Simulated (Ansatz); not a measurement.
Reaction: C3H6 (prop-1-ene, SMILES C(C)=C) → C3H5 (SMILES C=[C]C, doublet) + H (doublet) (the C-H bond breaks)
Each species at its own B3LYP-D3(BJ)/def2-TZVP minimum (Ansatz, a first-principles code).

Wanted: bond dissociation energy (electronic), in kcal/mol. Open shells are spin-unrestricted; no spin-orbit coupling. CBS(X,Y): correlation extrapolated as X^-3, Hartree-Fock from the larger set. A bracket is a step between two methods taken in the basis named. The functionals are non-relativistic, so their misses hold any scalar relativity. Double hybrids freeze cores in their MP2 part. 'core' is core correlation in cc-pwCVTZ, 'X2C' scalar relativity in cc-pVTZ-DK, both at CCSD(T). For partners of very few electrons the exact lower level stands in for a higher one. The UHF reference of C3H5 (C=[C]C, doublet) is spin-contaminated (<S^2> up to 0.16 over the pure value in the sets run).

CCSD(T)/CBS(cc-pVTZ,cc-pVQZ) + [CCSDT(Q) - CCSD(T)]/cc-pVDZ + core + X2C (Ansatz) gives 115.1 kcal/mol.

Question: How far off this value is PBE/def2-TZVPD (Ansatz), in which direction, and how far these levels: B3LYP/def2-TZVPD, B2PLYP/def2-TZVPD, CCSD(T)/CBS(cc-pVTZ,cc-pVQZ) + core + X2C?

Answer: PBE gives 109.0 kcal/mol, 6.1 kcal/mol below it. Differences of the others: B3LYP/def2-TZVPD (Ansatz) -3.6; B2PLYP/def2-TZVPD (Ansatz) -3.0; CCSD(T)/CBS(cc-pVTZ,cc-pVQZ) + core + X2C (Ansatz) 0.4 kcal/mol.
